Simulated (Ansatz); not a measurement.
Ansatz input

```yaml
crystal:
  lattice:
    - [3.7740850903, 0.0, 0.0]
    - [-1.8870425451, 3.2684535642, 0.0]
    - [0.0, 0.0, 12.1154844416]
  atoms:
    - { symbol: Nd, position: [1.0, 0.0, 1.0], spin: 3.846, spin_axis: [0, 0, 1] }
    - { symbol: Nd, position: [1.0, 0.0, 0.5], spin: 3.829, spin_axis: [0, 0, 1] }
    - { symbol: Nd, position: [0.3333333333, 0.6666666667, 0.75], spin: 3.797, spin_axis: [0, 0, 1] }
    - { symbol: Nd, position: [0.6666666667, 0.3333333333, 0.25], spin: 3.797, spin_axis: [0, 0, 1] }
hamiltonian:
  xc: revpbe
  pseudopotentials:
    kind: paw_fr
    azcp:
      Nd: "pseudopotentials/Nd.paw.azcp"
basis:
  ecutwfc: 420
  fft_grid_basis: typed
kpoints:
  mp_grid: { grid: [10, 10, 3], shift: [0, 0, 0] }
magnetization:
  noncollinear: true
  spin_orbit: true
scf:
  occupations: { method: fermi_dirac, width: 0.05 }
```

Terminal output

```
band count auto-derived: 118, from the close of a first SCF at 68 (N_el = 56.0; filled up to band 56; 68 by the electrons, moments and atoms)
Engine: ansatz 0.2.0, x86_64-unknown-linux-gnu
Pseudopotentials: kind: paw_fr
Pseudopotential: Nd, paw_fr, valence charge 14, recommended cutoff 420 eV (normal) 
Functional definition: revPBE
  parameter kappa = 1.245
  parameter beta = 0.06672455060314922
  exchange = pbe_x(kappa = kappa, mu = beta*pi^2/3)
  correlation = pbe_c(beta = beta)
Crystal: 4 atoms, lattice volume = 149.450 Å³
Basis set: ecut = 420 eV, 2957 PW (Γ)
Bands: 68, of which v1, the nominal top of the filled ones, is band 56 counted from 1 (55 counted from 0)
Symmetry: 6 space group operations + 6 with time reversal
Magnetic group: BNS 164.89 (UNI 1319), of the structure as read, at distance tolerance 5.3e-5 Å
k-points: 36 of 300 (time reversal used)
Projection manifold: j_resolved (fully-relativistic pseudo-atomic orbitals)
Non-local potential: Nd, projectors of the file, l = 0: 3, l = 1: 4, l = 2: 4, l = 3: 6
PAW form: soft (Blöchl's): semilocal exchange-correlation on the pseudo side does not see the compensation charge
PAW frozen core: Nd, regenerated for the run's functional, and the local potential with it (the file was generated under x = pbe(κ = 0.804, μ = 0.2195149727645171), c = pbe(β = 0.06672455060314922))
PAW one-centre angular grid: Nd, 590 points (default); XC on 64 Gauss nodes
Initial density: superposition of atomic densities (chi_scale 0.1, normalization cell)
Starting moments: Σ|m| = 15.269 μB on 4 of 4 sites
Initial wavefunctions: pseudopotential atomic-orbital guess
Functional: x = revpbe(κ = 1.245, μ = 0.2195149727645171), c = pbe(β = 0.06672455060314922)
SCF iter   1: F=—  HF=-29377.571066 eV  |F-HF|=—  |Δ(HF+E_count)|=         —  Δρ=3.64e-1  dr2=1.52e1  dr2_m=4.53e1  ethr=3.10e-3  |M|=1.96e1 ∫|m|=1.96e1 μB  |m|>n=0.0e0 m-floor=0.0e0 τ_xc=1.1e-14 mc-row=0.0e0  β_m=1.00  ⟨swp⟩=5.9  Hψ=13758  notcnv=0
spin=Noncollinear: Kerker preconditioning applied to the charge; magnetization (m_x, m_y, m_z) channels mix plain (no charge-response kernel on spin).
SCF iter   2: F=—  HF=-29374.692481 eV  |F-HF|=—  |Δ(HF+E_count)|=    2.88e0  Δρ=1.85e-1  dr2=5.65e1  dr2_m=1.09e1  ethr=3.10e-3  |M|=1.26e1 ∫|m|=1.26e1 μB  |m|>n=0.0e0 m-floor=0.0e0 τ_xc=1.1e-2 mc-row=0.0e0  β_m=0.30  ⟨swp⟩=5.6  Hψ=10982  notcnv=0
SCF iter   3: F=—  HF=-29379.574000 eV  |F-HF|=—  |Δ(HF+E_count)|=    4.88e0  Δρ=3.97e-1  dr2=3.56e2  dr2_m=5.40e1  ethr=3.10e-3  |M|=1.63e1 ∫|m|=1.63e1 μB  |m|>n=0.0e0 m-floor=0.0e0 τ_xc=1.9e-2 mc-row=0.0e0  β_m=0.30  ⟨swp⟩=4.5  Hψ=7877  notcnv=0
SCF iter   4: F=—  HF=-29379.661520 eV  |F-HF|=—  |Δ(HF+E_count)|=   8.75e-2  Δρ=2.52e-1  dr2=1.59e2  dr2_m=1.74e1  ethr=3.10e-3  |M|=1.72e1 ∫|m|=1.72e1 μB  |m|>n=0.0e0 m-floor=0.0e0 τ_xc=2.9e-2 mc-row=0.0e0  β_m=0.30  ⟨swp⟩=3.2  Hψ=5314  notcnv=0  defer=2
...
SCF iter 289: F=—  HF=-29381.157472 eV  |F-HF|=—  |Δ(HF+E_count)|=   4.03e-4  Δρ=3.83e-4  dr2=2.48e-4  dr2_m=4.41e-5  ethr=2.47e-9  |M|=7.81e0 ∫|m|=1.56e1 μB  |m|>n=0.0e0 m-floor=0.0e0 τ_xc=1.1e-1 mc-row=0.0e0  β_m=0.29  ⟨swp⟩=14.4  Hψ=14957  notcnv=1  recentre
SCF iter 290: F=—  HF=-29381.157897 eV  |F-HF|=—  |Δ(HF+E_count)|=   4.25e-4  Δρ=6.29e-4  dr2=7.77e-4  dr2_m=1.24e-4  ethr=2.47e-9  |M|=7.82e0 ∫|m|=1.56e1 μB  |m|>n=0.0e0 m-floor=0.0e0 τ_xc=1.1e-1 mc-row=0.0e0  β_m=0.65  ⟨swp⟩=12.9  Hψ=13758  notcnv=0
SCF iter 291: F=—  HF=-29381.158747 eV  |F-HF|=—  |Δ(HF+E_count)|=   8.51e-4  Δρ=1.02e-3  dr2=2.28e-3  dr2_m=3.30e-4  ethr=2.47e-9  |M|=7.84e0 ∫|m|=1.56e1 μB  |m|>n=0.0e0 m-floor=0.0e0 τ_xc=1.1e-1 mc-row=0.0e0  β_m=0.70  ⟨swp⟩=13.5  Hψ=14688  notcnv=0  recentre
SCF iter 292: F=—  HF=-29381.157372 eV  |F-HF|=—  |Δ(HF+E_count)|=   1.38e-3  Δρ=2.90e-4  dr2=2.21e-4  dr2_m=2.82e-5  ethr=2.47e-9  |M|=7.81e0 ∫|m|=1.56e1 μB  |m|>n=0.0e0 m-floor=0.0e0 τ_xc=1.1e-1 mc-row=0.0e0  β_m=0.55  ⟨swp⟩=17.4  Hψ=18006  notcnv=1
SCF iter 293: F=—  HF=-29381.157980 eV  |F-HF|=—  |Δ(HF+E_count)|=   6.09e-4  Δρ=8.12e-4  dr2=1.44e-3  dr2_m=2.04e-4  ethr=2.47e-9  |M|=7.83e0 ∫|m|=1.56e1 μB  |m|>n=0.0e0 m-floor=0.0e0 τ_xc=1.1e-1 mc-row=0.0e0  β_m=0.20  ⟨swp⟩=15.0  Hψ=15206  notcnv=1  recentre
SCF iter 294: F=—  HF=-29381.157581 eV  |F-HF|=—  |Δ(HF+E_count)|=   4.00e-4  Δρ=6.42e-4  dr2=7.70e-4  dr2_m=1.28e-4  ethr=2.47e-9  |M|=7.82e0 ∫|m|=1.56e1 μB  |m|>n=0.0e0 m-floor=0.0e0 τ_xc=1.1e-1 mc-row=0.0e0  β_m=0.62  ⟨swp⟩=11.9  Hψ=13742  notcnv=0
SCF iter 295: F=—  HF=-29381.157818 eV  |F-HF|=—  |Δ(HF+E_count)|=   2.38e-4  Δρ=5.93e-4  dr2=4.31e-4  dr2_m=1.08e-4  ethr=2.47e-9  |M|=7.82e0 ∫|m|=1.56e1 μB  |m|>n=0.0e0 m-floor=0.0e0 τ_xc=1.1e-1 mc-row=0.0e0  β_m=0.58  ⟨swp⟩=10.3  Hψ=12387  notcnv=0
SCF iter 296: F=—  HF=-29381.157729 eV  |F-HF|=—  |Δ(HF+E_count)|=   8.88e-5  Δρ=5.31e-4  dr2=6.93e-4  dr2_m=9.15e-5  ethr=2.47e-9  |M|=7.82e0 ∫|m|=1.56e1 μB  |m|>n=0.0e0 m-floor=0.0e0 τ_xc=1.1e-1 mc-row=0.0e0  β_m=0.09  ⟨swp⟩=11.5  Hψ=20139  notcnv=0
SCF iter 297: F=—  HF=-29381.157889 eV  |F-HF|=—  |Δ(HF+E_count)|=   1.59e-4  Δρ=6.65e-4  dr2=1.01e-3  dr2_m=1.41e-4  ethr=2.47e-9  |M|=7.83e0 ∫|m|=1.56e1 μB  |m|>n=0.0e0 m-floor=0.0e0 τ_xc=1.1e-1 mc-row=0.0e0  β_m=0.49  ⟨swp⟩=5.3  Hψ=14403  notcnv=0
SCF iter 298: F=—  HF=-29381.157284 eV  |F-HF|=—  |Δ(HF+E_count)|=   6.05e-4  Δρ=2.44e-4  dr2=9.23e-5  dr2_m=1.86e-5  ethr=2.47e-9  |M|=7.80e0 ∫|m|=1.56e1 μB  |m|>n=0.0e0 m-floor=0.0e0 τ_xc=1.1e-1 mc-row=0.0e0  β_m=0.74  ⟨swp⟩=6.2  Hψ=17884  notcnv=0
Error: did not converge after 298 iterations: dr2 = 9.23e-5 (threshold 1.00e-7), under the density mixer `msr1`, which `scf.mixing.algorithm: auto` chose by the deck's other keys (a typed `msr1` with `scf.mixing.negative_modes: turned` turns such directions too, except where a hybrid's exchange operator stays frozen); raise `scf.max_iter`, which need not help a stalled SCF, or adjust the mixing (`scf.mixing`) or, under a smearing, its width (`scf.occupations.width`, in either direction: another width is another result); of the 300 iterations of `scf.max_iter` 2 are kept for the SCF behind this one; this SCF holds its density and magnetisation to the symmetry operations that it keeps, and cannot end on a state that breaks one of them: if the state sought breaks one, re-run with `crystal.symmetry.detect: false`, without `crystal.symmetry.time_reversal: true`, on a non-collinear deck whose state breaks time reversal, with `crystal.symmetry.time_reversal: false` beside it (there exact exchange or a DFT+U term alone can polarise the run; a magnetic state wants starting moments), where the deck allows it (that run may end on another state, and need not converge either); at 15 of the mixer's solves, the last at iteration 146, it left a direction of its history that read negative out of its fit (`negative_modes` in the `scf_iter` events has the course): raise `scf.max_iter` if the run was on its way down from a saddle point, or type `scf.mixing.negative_modes: fitted`, under which every direction is fitted and a run can close on a saddle point — the other mixer that `auto` picks from is left to try (`scf.mixing.algorithm: broyden`); it can need more iterations, either can converge an SCF that the other leaves open, and the two can end on different states; the input reference at `scf.mixing.algorithm` says more, and from which start to try it
```

The calculation stopped without meeting its thresholds.

The f occupation was not exhaustively searched.
